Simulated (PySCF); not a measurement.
**Shieldings and the share of exact exchange**

Molecule: SMILES FS(=O)(=O)F, F2O2S.

Structure with atom numbers: `[O:1]=[S:2](=[O:3])([F:4])[F:5]`.

GIAO shieldings (ppm, equivalent atoms averaged) in PySCF 2.14.0 with density-fitted response routines on the PBE0-D3(BJ)/def2-SVP geometry, basis pcSseg-2, gas phase, non-relativistic:

| functional | exact exchange (%) | σ(O1/O3) | σ(F4/F5) |
| --- | --- | --- | --- |
| BLYP | 0 | 76.8 | 87.1 |
| BP86 | 0 | 78.6 | 87.7 |
| PBE | 0 | 79.1 | 87.1 |
| PBE0 | 25 | 91.7 | 105.5 |
| mPW1PW91 | 25 | 90.5 | 105.6 |
| HF | 100 | 133.7 | 161.4 |

(1) Fit each shielding as a line in the percentage of exact exchange.

(2) What does the line predict for B3LYP (20 %), and what does the run give?

## Answers

(1) σ(O1/O3) = 77.8 + 0.56 x (rms 0.9 ppm); σ(F4/F5) = 87.2 + 0.74 x (rms 0.2 ppm). The functionals also differ in their semilocal parts, which the line can't hold; Hartree–Fock has no correlation at all.

(2) σ(O1/O3): 89.0 predicted, 86.6 computed; σ(F4/F5): 102.0 predicted, 101.3 computed ppm.
